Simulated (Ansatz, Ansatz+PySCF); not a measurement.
```yaml
atoms:
  - { symbol: Na, position_ang: [0.0000, 0.0000, -1.0981] }
  - { symbol: O, position_ang: [0.0000, 0.0000, 1.0893] }
  - { symbol: H, position_ang: [0.0000, 0.7637, 1.6822] }
  - { symbol: H, position_ang: [0.0000, -0.7637, 1.6822] }
```

RHF on singlet NaH₂O(+) was run in several spherical basis sets with Ansatz (development build ahead of 0.2.0).

Question: Rank the basis sets by the total energy that they give, lowest first, with the distance from the lowest.
A. cc-pVDZ
B. 6-31G(d)
C. def2-SVP

Answer: A (0.00 eV), B (0.83 eV), C (3.37 eV).

Totals follow the description of the cores as much as that of the bonds, so this order isn't one of quality for chemistry.
